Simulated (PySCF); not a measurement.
Gas-phase reaction: 2 AlCl + 2 HCl = AlCl₃ + AlH₂Cl

Computed with PySCF and rigid-rotor harmonic-oscillator thermochemistry at 1 bar. † marks an energy on the PBE0/def2-TZVP geometry and frequencies; other levels use their own. CCSD(T) freezes the core. 6-31G* has spherical d functions here. All species are closed-shell singlets. B3LYP is the form with VWN-RPA correlation. AlH₂Cl: computed as isolated molecules; such fragments, hydroxides, amides, oligomers or adducts are transient or little studied in the gas. CCSD(T) isn't extrapolated to the basis-set limit; its ΔH°(298 K) is -409.0 kJ in def2-SVP and -406.4 kJ in def2-TZVPP. The harmonic model lacks anharmonicity and excited electronic states, which grow with temperature; levels with a mode under 35 cm⁻¹ are left out.

ΔH° and ΔS° at 298 K: B3LYP/6-31G* -399 kJ, -263 J/K; B3LYP/def2-TZVP† -392 kJ, -263 J/K; BLYP/def2-TZVP† -363 kJ, -263 J/K; CCSD(T)/def2-TZVPP† -406 kJ, -263 J/K; HF/6-31G* -430 kJ, -265 J/K; PBE/def2-TZVP† -391 kJ, -263 J/K.

Problem. With the heat capacities included, give log10 K (1 bar) at 600, 800, 1000, 1800, 2500 K from B3LYP/6-31G*, B3LYP/def2-TZVP†, BLYP/def2-TZVP†, CCSD(T)/def2-TZVPP†, HF/6-31G*, PBE/def2-TZVP†.

Solution. 
```csv
T (K),B3LYP/6-31G*,B3LYP/def2-TZVP†,BLYP/def2-TZVP†,CCSD(T)/def2-TZVPP†,HF/6-31G*,PBE/def2-TZVP†
600,21.0,20.4,17.9,21.7,23.6,20.3
800,12.4,11.9,10.1,12.9,14.3,11.9
1000,7.2,6.9,5.4,7.7,8.7,6.8
1800,-1.7,-1.9,-2.7,-1.4,-1.0,-1.9
2500,-4.7,-4.8,-5.4,-4.5,-4.2,-4.8
```
